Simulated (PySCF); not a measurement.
# How the numerical set-up moves the result for SiN

Which parts of the numerical set-up matter for SiN? Each run edits the base script.

Method: each script names its method and basis; program: PySCF 2.14.0.

3 further runs of the same task are left out: 3 that didn't finish.

### Step 1. The starting structure

SiN: 2 atoms, charge 0, spin multiplicity 2.

Bond lengths: Si1–N2 1.434 Å.

### Step 2. The run that the others are compared with

Input file input.py:

```python
from pyscf import gto, scf

mol = gto.M(
    atom='Si 0 0 0; N 0 0 1.434',
    basis='cc-pvdz',
    charge=0,
    spin=1,
    verbose=3,
)
mf = scf.ROHF(mol)
mf.kernel()
mf.analyze()
print('orbital energies (hartree):', mf.mo_energy[..., max(0, mol.nelec[1]-3):mol.nelec[0]+3].round(4))
```

On the command line:

```sh
$ OMP_NUM_THREADS=1 python input.py
```

The log of this run is left out.

Base result: E(SCF) = -343.236082 Eh, μ = 1.64 D.

The bond length is a typed value, not an optimised one.

### Step 3. 3-21g

Edit 1 changes basis set: cc-pvdz → 3-21g.

Input file input.py:

```python
from pyscf import gto, scf

mol = gto.M(
    atom='Si 0 0 0; N 0 0 1.434',
    basis='3-21g',
    charge=0,
    spin=1,
    verbose=3,
)
mf = scf.ROHF(mol)
mf.kernel()
mf.analyze()
print('orbital energies (hartree):', mf.mo_energy[..., max(0, mol.nelec[1]-3):mol.nelec[0]+3].round(4))
```

On the command line:

```sh
$ OMP_NUM_THREADS=1 python input.py
```

### Step 4. 6-311g**

Edit 2 changes basis set: cc-pvdz → 6-311g**.

input.py, as its differences from that of step 2:

```diff
@@ -4,3 +4,3 @@
     atom='Si 0 0 0; N 0 0 1.434',
-    basis='cc-pvdz',
+    basis='6-311g**',
     charge=0,
```

### Step 5. Pcseg-1

Edit 3 changes basis set: cc-pvdz → pcseg-1.

input.py, as its differences from that of step 2:

```diff
@@ -4,3 +4,3 @@
     atom='Si 0 0 0; N 0 0 1.434',
-    basis='cc-pvdz',
+    basis='pcseg-1',
     charge=0,
```

### Step 6. Crenbl (core potential on)

Edit 4 changes basis set: cc-pvdz → crenbl; core potential: off → on. The core potential changes with it: totals don't compare.

Input file input.py:

```python
from pyscf import gto, scf

mol = gto.M(
    atom='Si 0 0 0; N 0 0 1.434',
    basis='crenbl',
    ecp={'Si': 'crenbl', 'N': 'crenbl'},
    charge=0,
    spin=1,
    verbose=3,
)
mf = scf.ROHF(mol)
mf.kernel()
mf.mulliken_pop()
mf.dip_moment()
print('orbital energies (hartree):', mf.mo_energy[..., max(0, mol.nelec[1]-3):mol.nelec[0]+3].round(4))
```

Before running it: what results should come out? Wanted: for each run, E(SCF); from base; SCF dipole.

As calculated:

```csv
run,E(SCF) (hartree),from base (eV),SCF dipole (D),functions
base,-343.236082,0,1.64,32
3-21g,-341.398167,+50.0122,1.33,22
6-311g**,-343.256195,-0.5473,1.76,44
pcseg-1,-343.198772,+1.0153,1.76,32
crenbl (core potential on),-13.249357,not comparable,1.92,32
```

**Reading.** The largest comparable shift of the SCF energy, +50.012 eV, comes with the run “3-21g”. 3-21g (22 functions) gives an energy 50.01 eV higher than cc-pvdz (32). 6-311g** (44 functions) gives an energy 0.55 eV lower than cc-pvdz (32). pcseg-1 (32 functions) gives an energy 1.02 eV higher than cc-pvdz (32).
